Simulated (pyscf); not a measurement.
**Four-centre exchange: `[AlH]` [singlet] + `[OH][SiH3]` -> `[Al][O][SiH3]` [singlet] + `[H][H]`**

Gas phase, singlet surface, charge 0. Bonds broken: Al1–H2, O3–H5. Bonds formed: Al1–O3, H2–H5. Structures and frequencies: ωB97X-D3(BJ)/def2-SVP in PySCF.

Transition state (Å):

```xyz
8

Al     2.1638    -0.6676    -1.0763
H      3.1882    -1.3159     0.3267
O      1.0571    -1.0012     0.5414
Si    -0.4032    -1.0029     1.3697
H      2.1091    -1.2735     0.7906
H     -1.4348    -0.5010     0.4222
H     -0.3135    -0.1101     2.5571
H     -0.7345    -2.3855     1.8099
```

One imaginary mode, 1120i cm⁻¹; descent along it reached the two sides named, in the forms told below.

| bond | change | reactant side (Å) | saddle | product side |
|---|---|---|---|---|
| Al1–H2 | breaks | 1.677 | 1.854 | 4.0 |
| O3–H5 | breaks | 0.967 | 1.115 | 2.7 |
| Al1–O3 | forms | 2.122 | 1.988 | 1.713 |
| H2–H5 | forms | 2.296 | 1.175 | 0.760 |

Electronic energies relative to the separated reactants (kJ/mol):

```tsv
level	barrier	reaction energy	reverse barrier
ωB97X-D3(BJ)/def2-TZVP	-34.7	-218.5	183.8
PBE/def2-TZVP	-47.3	-207.5	160.2
r²SCAN/def2-TZVP	-47.6	-220.2	172.5
B3LYP-D3(BJ)/def2-TZVP	-35.9	-218.3	182.3
PBE0-D3(BJ)/def2-TZVP	-41.5	-207.2	165.7
M06-2X/def2-TZVP	-34.8	-223.7	188.9
ωB97M-D3(BJ)/def2-TZVP	-29.7	-212.4	182.6
HF/def2-TZVP	30.3	-195.8	226.1
```

With ωB97M-D3(BJ)/def2-TZVP energies and thermal terms (ideal gas, 1 atm, RRHO with modes under 100 cm⁻¹ raised to 100, one conformer, R ln 2 for chiral ones without a mode under 150 cm⁻¹), in kJ/mol:

```tsv
T (K)	ΔH‡	ΔG‡	ΔH	ΔG
298	-34.1	4.2	-217.5	-209.4
600	-34.9	43.5	-215.2	-202.2
900	-34.0	82.7	-213.8	-196.0
1200	-32.4	121.3	-213.0	-190.2
```

On the reactant side the descent ends in an adduct with a Al–O contact, 52.8 kJ/mol under the separated species and 18.0 kJ/mol under the saddle at ωB97X-D3(BJ)/def2-TZVP. At ωB97X-D3(BJ)/def2-TZVP, PBE, r²SCAN, B3LYP-D3(BJ), PBE0-D3(BJ), M06-2X, ωB97M-D3(BJ) the saddle lies under the separated reactants, which points to a path from their complex (located at ωB97X-D3(BJ) alone). What is counted as formed (Al–O) is already present as a longer contact in the reactant adduct; forming that adduct is a step of its own. This is the saddle that the search found; another between the same sides may lie lower.
